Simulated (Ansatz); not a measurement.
# H4O3: the cost of one run

The runs use Ansatz 0.2.0, Gaussian basis; PBE0-D4 structure, single points in def2-TZVPPD.

Levels: PBE-D4, revPBE-D4, BLYP-D4, r2SCAN-D4, B97M-V, PBE0-D4, B3LYP-D4, HSE06-D4, wB97X-V, wB97M-V, B2PLYP, Hartree-Fock, MP2, CCSD, CCSD(T). The reference is CCSD(T) extrapolated to the basis limit.

Cores are frozen in the correlated methods. B3LYP uses VWN-RPA correlation. B2PLYP carries no dispersion term here.

176 further runs of the same task are left out: 176 set aside as unsound or not needed.

## (1) The system as given

The pair, from a GFN2-xTB docking trial: 7 atoms, charge 0, spin multiplicity 1.

Atoms are counted from 1 here; the program's logs count them from 0.

Bond lengths: O1–H2 0.959 Å, O1–H3 0.965 Å, O4–O5 1.426 Å, O4–H6 0.981 Å, O5–H7 0.964 Å. Angles: H2–O1–H3 106.9°, O5–O4–H6 100.9°, O4–O5–H7 102.0°.

Geometry (Å):

```xyz
7

O     0.39690   -0.07330   -1.52880
H    -0.32110   -0.52910   -1.97120
H     0.02810    0.73810   -1.15980
O     0.43400   -0.58370    1.16760
O    -0.47690    0.51280    1.17320
H     0.64730   -0.64210    0.21200
H    -0.70830    0.57730    2.10680
```

Atoms 1 to 3 are fragment A (H2O), the rest fragment B (H2O2).

## (2) A first relaxation in a small basis

File pre/in.yaml:

```yaml
crystal:
  periodic: [false, false, false]
  atoms:
    - {symbol: O, position_ang: [0.396900, -0.073300, -1.528800]}
    - {symbol: H, position_ang: [-0.321100, -0.529100, -1.971200]}
    - {symbol: H, position_ang: [0.028100, 0.738100, -1.159800]}
    - {symbol: O, position_ang: [0.434000, -0.583700, 1.167600]}
    - {symbol: O, position_ang: [-0.476900, 0.512800, 1.173200]}
    - {symbol: H, position_ang: [0.647300, -0.642100, 0.212000]}
    - {symbol: H, position_ang: [-0.708300, 0.577300, 2.106800]}
basis:
  gaussian: {orbitals: def2-SVP}
hamiltonian: {xc: pbe, dispersion: d4}
relax: {f_tol: 0.03, max_steps: 250}
```

Launch:

```bash
ansatz run in.yaml --threads 2 --pin off --events-out ev --progress --plain --max-ram 5222MiB
```

**Question.** How long does this run take on 2 threads of Arm Neoverse V2, shared host?

About 7 s.
